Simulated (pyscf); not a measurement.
This saddle point was located with ωB97X-D3(BJ)/def2-SVP in PySCF.

```xyz
9

C     -0.8838    -0.3090    -1.1356
Ge    -0.4632     0.7013     0.7890
H      0.0996    -0.0950    -1.5627
H     -1.7301     0.3352    -1.3887
H     -1.0704    -1.2860    -0.6818
H     -1.6921     0.6032     1.7158
H      0.7417     0.0338     1.4828
H     -0.1387     2.1890     0.5437
H     -1.1690    -0.9941    -2.4408
```
Charge 0, spin multiplicity 2.

Surface: doublet, charge 0. Lowest wavenumbers (cm⁻¹): 1452i, 125, 303, 303, 456.

Problem. Which two sides does it connect, and which bonds change?

Solution. H₃C–GeH₃ + H atom (H•) ⇌ methane (CH₄) + GeH₃•, a substitution at C read from left to right: C–Ge broken and C–H formed. At CCSD(T)/def2-TZVPP + ΔMP2(QZVPP) it lies +22.4 kcal/mol from the left side and +50.2 kcal/mol from the right (each side as separated species at their lowest minima found). The same reactants have a lower exit, to H₃C–GeH₂• + H₂ (barrier +2.9 kcal/mol at ωB97M-D3(BJ), against +21.8 kcal/mol here). This is the saddle that the search found; another between the same sides may lie lower. The angle at the attacked C is 180°. The CCSD(T) − MP2 part came from Ansatz, without density fitting, on the same reference. The frozen core leaves the outer d or s,p core shells of the metals and heavy elements correlated in the MP2 and CC values, and def2-TZVPP describes them poorly, which can shift differences by a few kcal/mol. Elements up to Kr have no core potential and no relativistic terms here.
